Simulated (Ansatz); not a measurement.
bcc Fe was calculated with PBE (Ansatz, a quantum-chemistry and plane-wave program, plane waves, PAW).

Numerical settings: plane-wave cutoff 500 eV, 26×26×26 k mesh, Fermi–Dirac smearing 0.1 eV, magnetic order afm, spin-polarised with opposed moments, scalar-relativistic PAW data made under PBE.

Cell (relaxed at this level):

```xyz
2
Lattice="2.7928 0.0000 0.0000 0.0000 2.7928 0.0000 0.0000 0.0000 2.7928" Properties=species:S:1:pos:R:3 pbc="T T T"
Fe     0.0000     0.0000     0.0000
Fe     1.3964     1.3964     1.3964
```

Give the computed magnetic moment (largest site, within a sphere).


* **magnetic moment (largest site, within a sphere)**: 1.18 μB

Moments are spin moments.

The computed numbers hold no vibrational or temperature effects.
